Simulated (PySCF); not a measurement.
**Continuum solvent and chemical shifts**

Atom-mapped SMILES (the numbers label the heavy atoms): `[NH3:1]`; H(Xn) means a hydrogen on atom n.

GIAO PBE0/pcSseg-1 in PySCF on one PBE0-D3(BJ)/def2-SVP conformer, non-relativistic, equivalent nuclei averaged. Solvents enter as an IEF-PCM continuum (chloroform with ε = 4.7, methanol with ε = 32.6, water with ε = 78.4) around the gas-phase geometry.

Gas phase, σ in ppm: N1 265.7, H(N1) 31.63. Dipole moment 1.86 D.

Q: How does each σ change in the continuum?

A: 
| atoms | environment | Δσ, chloroform | Δσ, methanol | Δσ, water |
| --- | --- | --- | --- | --- |
| N1 | nitrogen bonded to 3 H | +2.2 | +2.9 | +2.9 |
| H(N1) | hydrogen on a nitrogen | -0.32 | -0.44 | -0.45 |

Changes are relative to the gas phase. The dipole moment becomes 2.07 D in chloroform, 2.15 D in methanol, 2.15 D in water.

Q: Which nuclei move most (in ppm), and what does the model miss?

A: N1 (nitrogen bonded to 3 H, +2.9 ppm) in water. A continuum only polarises the solute; specific hydrogen bonds, the anisotropy of aromatic solvents and changes of geometry or conformer are outside it.
